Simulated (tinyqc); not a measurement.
Stretching all distances: RHF, UHF, MP2, CISD and CCSD against full CI in the sto-3g basis, for BH, spin multiplicity 1. Computed by the program tinyqc with PySCF. All coordinates are multiplied by the scale. c0^2 is the weight of the RHF determinant in the lowest singlet FCI state (UHF is spin-contaminated and may lie near states of higher spin) and n(LUMO) the first natural occupation beyond the occupied space.

Geometry (angstrom):
```
atom       x       y       z
B     0.0000  0.0000  0.0000
H     0.0000  0.0000  1.1430
```

Full CI energy (hartree) and errors against it (kcal/mol):
```
scale  distance 1-2 (angstrom)     E(FCI)      RHF     UHF     MP2    CISD    CCSD  <S^2> UHF   c0^2  n(LUMO)
0.960                    1.097  -24.79795   33.484  24.951  16.508   0.932   0.111      0.569  0.916    0.076
1.510                    1.726  -24.75807   52.391  49.506  24.717   2.769   0.102      0.382  0.883    0.106
1.780                    2.035  -24.71472   69.325  48.249  32.863   4.769   0.089      0.715  0.825    0.227
2.050                    2.343  -24.68432   90.448  37.739  42.651   7.482   0.055      0.873  0.735    0.404
2.330                    2.663  -24.66747  113.767  30.531  51.356  10.384   0.013      0.955  0.632    0.599
2.600                    2.972  -24.66028  134.241  27.272  54.987  12.611  -0.011      0.984  0.552    0.751
```

Estimate the missing row, scale = 1.23.

Computed row:
```
scale  distance 1-2 (angstrom)     E(FCI)     RHF     UHF     MP2   CISD   CCSD  <S^2> UHF   c0^2  n(LUMO)
1.230                    1.406  -24.80133  40.234  35.194  19.156  1.524  0.098      0.460  0.911    0.069
```

UHF lies below RHF over the whole range. The weight c0^2 goes from 0.92 to 0.55 and n(LUMO) from 0.08 to 0.75: static correlation grows as the bonds break into open-shell fragments. The spread of the error along the curve, which distorts its shape, is CCSD 0.1, CISD 11.7, UHF 24.6, MP2 38.5, RHF 100.8 kcal/mol.
